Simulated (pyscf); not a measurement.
PySCF, gas phase, ωB97X-D3(BJ)/def2-SVP geometries.

Task: H₃Si–As(SiH₃)–SiH₃ + hydrogen (H₂) → H₃Si–AsH–SiH₃ + silane (SiH₄)
Surface: singlet. Broken: As–Si, H–H. Formed: As–H, H–Si. Give ΔE‡ and ΔE from ωB97M-D3(BJ)/def2-TZVP, relative to the separated reactants.

Result: ΔE‡ = 2.86 eV, ΔE = +0.20 eV. Zero-point energy shifts the barrier by +0.03 eV. It is a concerted two-bond exchange, with an imaginary mode of 1630i cm⁻¹. This saddle turned up in a search for another step; its sides and bond changes are read from the two ends of the descent. One saddle was located; it need not be the lowest between these sides. Elements up to Kr have no core potential and no relativistic terms here.
